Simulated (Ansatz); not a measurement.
# CHSi (doublet): RPA-PBE over a scan of the distance Si1–H3, 6-31G

How well do these functionals follow the top wave-function level for CHSi (doublet) over a scan of the distance Si1–H3?

Computed with Ansatz 0.2.0, Gaussian basis. Level: 6-31G, all electrons in the functionals, frozen cores in the correlation of double hybrids and RPA.

Plan: RPA-PBE, at 1.225 Å; 1.331 Å; 1.500 Å; 1.667 Å; 1.817 Å; 2.120 Å; 2.368 Å; 2.730 Å; 3.285 Å; 4.045 Å; 4.998 Å.

24 further runs of the same task are left out: 5 for a known fault of the program, 16 that didn't finish, 3 set aside as unsound or not needed.

**1. What is computed**

The geometry derives from a PBE0/def2-TZVP stationary point (not a proven minimum). One bond is set to the value named and the two fragments are kept rigid.

3 atoms, charge 0, spin multiplicity 2.

Atoms are counted from 1 here; the program's logs count them from 0.

Bond lengths: Si1–C2 1.726 Å, Si1–H3 1.500 Å. Angles: C2–Si1–H3 180.0°.

No dispersion term is added.

The geometry shown and the zero of energy belong to the point 1.500 Å. The yardstick, FCI, and other wave-function levels (R restricted, U unrestricted, valence and pair active spaces) come from earlier runs.

**2. RPA-PBE, 1.225 Å**

in.yaml reads:

```yaml
crystal:
  periodic: [false, false, false]
  atoms:
    - {symbol: Si, position_ang: [0.000000, 0.000000, 0.167090]}
    - {symbol: C, position_ang: [0.000000, 0.000000, -1.559180]}
    - {symbol: H, position_ang: [0.000000, 0.000000, 1.392090]}
basis:
  gaussian: {orbitals: 6-31G}
magnetization: {spin_polarized: true, initial_magnetization: 1}
hamiltonian: {xc: {name: PBE}}
correlation: {method: rpa, electrons: outside_noble_gas}
```

On the command line:

```bash
$ ansatz run in.yaml --threads 1 --pin off --events-out ev --progress --plain --max-ram 2393MiB
```

Further steps of the session: RPA-PBE, 1.331 Å; RPA-PBE, 1.500 Å; RPA-PBE, 1.667 Å; RPA-PBE, 1.817 Å; RPA-PBE, 2.120 Å; RPA-PBE, 2.368 Å; RPA-PBE, 2.730 Å; RPA-PBE, 3.285 Å; RPA-PBE, 4.045 Å; RPA-PBE, 4.998 Å.

**Question.** What will the summary of the whole plan be? Wanted: span of the FCI curve; largest miss, RPA-PBE.

As calculated:

| quantity | value |
| --- | --- |
| span of the FCI curve | 33.1 kcal/mol |
| largest miss, RPA-PBE | +6.7 kcal/mol (2.730 Å) |

**Reading.** RPA-PBE strays by up to 6.7 kcal/mol, at 2.730 Å. RPA-PBE clearly breaks the spin symmetry at some points (⟨S²⟩ up to 1.02 above the pure value), so energy there is bought with a mixed spin. Functionals and the yardstick converge differently with the basis, so part of each miss in 6-31G is the basis.
